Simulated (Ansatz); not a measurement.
## BH7Si2, SMILES B[SiH2][SiH3]: a rigid torsion scan

Run with the Ansatz DFT code, driven from Python.

The script, `bh7si2_torsion.py`:
```python
"""Energy of BH7Si2 as one group turns about a bond."""

import ansatz as az
from ase import Atoms

atoms = Atoms(["B", "Si", "Si", "H", "H", "H", "H", "H", "H", "H"], positions=[
    (-1.5825, 0.4735, -0.783),
    (0.2225, 0.7851, -0.3066),
    (0.9344, -1.0038, 0.7854),
    (-2.1065, -0.4732, -0.5015),
    (-2.2096, 1.3501, -1.4072),
    (0.3394, 1.9908, 0.5531),
    (1.0571, 0.9836, -1.5174),
    (0.8878, -2.1739, -0.069),
    (0.1628, -1.181, 2.0544),
    (2.3776, -0.8025, 1.1948),
])

# start the scan from a relaxed geometry
first = (
    az.Crystal.molecule_from_ase(atoms).calculation()
    .basis(gaussian="def2-SVP")
    .functional("pbe0")
    .relax(force_tolerance=0.02, max_steps=80)
)
atoms.positions = first.run(threads=1).report["positions_ang"]

start = atoms.get_dihedral(0, 1, 2, 7)
energies = {}
for turn in range(0, 121, 15):
    turned = atoms.copy()
    turned.set_dihedral(0, 1, 2, 7, start + turn, indices=[2, 7, 8, 9])
    setup = az.Crystal.molecule_from_ase(turned).calculation()
    setup = setup.basis(gaussian="def2-SVP").functional("pbe0")
    energies[round((start + turn) % 360)] = setup.run(threads=1).report["free_energy_ev"]
floor = min(energies.values())
print("dihedral B0-Si1-Si2-H7 (deg)   E - E(min) (kJ/mol)")
for angle, e in sorted(energies.items()):
    print(f"{angle:8d} {96.485332 * (e - floor):14.3f}  " + "#" * int(30 * (e - floor) / max(max(energies.values()) - floor, 1e-9)))
```

```console
$ python bh7si2_torsion.py
dihedral B0-Si1-Si2-H7 (deg)   E - E(min) (kJ/mol)
      61          0.000
      76          0.601  #####
      91          1.882  ################
     106          3.081  ##########################
     121          3.506  ##############################
     136          2.916  ########################
     151          1.651  ##############
     166          0.447  ###
     181          0.030
```

The scan is rigid and the energies are electronic, in a modest basis. With rigid groups the curve can differ much from the relaxed path, the start wasn't checked as a minimum of this torsion, and equivalent turns needn't return to the same energy. Run time: 56 s on 1 thread of Intel(R) Xeon(R) Processor @ 2.30GHz, on a shared host, peak memory 0.28 GiB.
